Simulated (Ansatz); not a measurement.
Density of states of SrCu2Sb2 (P4/nmm, a = 4.519 Å, b = 4.519 Å, c = 10.649 Å, α = 90.00°, β = 90.00°, γ = 90.00°), in states per eV and primitive cell, averaged over bins of 0.3 eV. Computed with Ansatz, DFT PBEsol, scalar-relativistic, plane waves, PAW.

Cutoff 420 eV; k points 8×8×4 on the computed 10-atom cell (Γ-centred); Gaussian smearing, width 0.10 eV; no spin polarisation.

The cell is relaxed at this level. The states (both spins) are summed by tetrahedra on a 12×12×6 mesh at the self-consistent density. Energies are bin centres; the table starts no lower than −8 eV and ends at 6 eV, or lower where the solved bands end.

It is a metal at this level.

```csv
E − E_F (eV),total,Cu 3d,Sb 5p,Cu 4s,Sb 5s
-7.90,0.32,0.04,0.03,0.00,0.25
-7.60,0.22,0.03,0.01,0.00,0.18
-7.30,0.00,0.00,0.00,0.00,0.00
-7.00,0.00,0.00,0.00,0.00,0.00
-6.70,0.00,0.00,0.00,0.00,0.00
-6.40,0.72,0.04,0.53,0.11,0.02
-6.10,1.11,0.08,0.77,0.18,0.05
-5.80,2.01,0.18,1.24,0.43,0.08
-5.50,2.52,0.26,1.45,0.55,0.13
-5.20,4.87,0.69,2.57,1.12,0.18
-4.90,7.77,1.98,4.17,0.89,0.31
-4.60,4.61,1.78,2.13,0.31,0.19
-4.30,5.79,2.72,2.33,0.37,0.13
-4.00,11.71,7.68,3.33,0.35,0.08
-3.70,25.29,18.28,6.27,0.22,0.06
-3.40,27.84,25.42,1.74,0.31,0.05
-3.10,28.19,26.00,1.15,0.31,0.20
-2.80,26.61,24.24,1.32,0.34,0.37
-2.50,8.12,5.36,1.92,0.19,0.32
-2.20,8.20,4.68,2.56,0.27,0.30
-1.90,7.16,3.06,3.13,0.23,0.25
-1.60,6.16,2.07,3.14,0.18,0.21
-1.30,5.88,1.69,3.13,0.19,0.26
-1.00,4.79,1.17,2.68,0.15,0.22
-0.70,4.36,0.95,2.59,0.09,0.19
-0.40,3.19,0.61,1.97,0.06,0.12
-0.10,3.52,0.62,2.22,0.09,0.15
0.20,2.42,0.36,1.53,0.10,0.11
0.50,1.55,0.18,0.97,0.09,0.09
0.80,1.66,0.13,0.80,0.27,0.09
1.10,1.61,0.09,0.65,0.29,0.08
1.40,2.90,0.12,0.80,0.60,0.14
1.70,6.65,0.22,1.26,1.39,0.36
2.00,6.89,0.19,1.12,1.26,0.39
2.30,5.96,0.14,1.07,0.82,0.24
2.60,7.17,0.16,1.47,0.65,0.19
2.90,6.04,0.12,1.25,0.49,0.14
3.20,6.41,0.10,1.01,0.54,0.17
3.50,6.81,0.10,1.07,0.60,0.15
3.80,7.53,0.09,1.11,0.66,0.11
4.10,7.05,0.07,0.92,0.62,0.09
4.40,8.31,0.06,0.99,0.61,0.08
4.70,8.40,0.05,0.71,0.53,0.07
5.00,7.84,0.04,0.57,0.49,0.06
5.30,6.53,0.04,0.55,0.47,0.05
5.60,8.78,0.05,0.81,0.57,0.07
```

The columns after the total are the main Löwdin projections on the occupied valence shells of the potentials; 4 others are left out. The rest of the total lies in those, in shells that are empty in the free atom, which aren't projected, and between the atoms.

Spin-orbit coupling is left out, which matters for the bands of heavy elements.

Whether SrCu2Sb2 exists in this form wasn't checked.

Cost: 1 run of about 8.9 core-minutes, on AMD EPYC 7R43 (Zen 3) (shared hosts).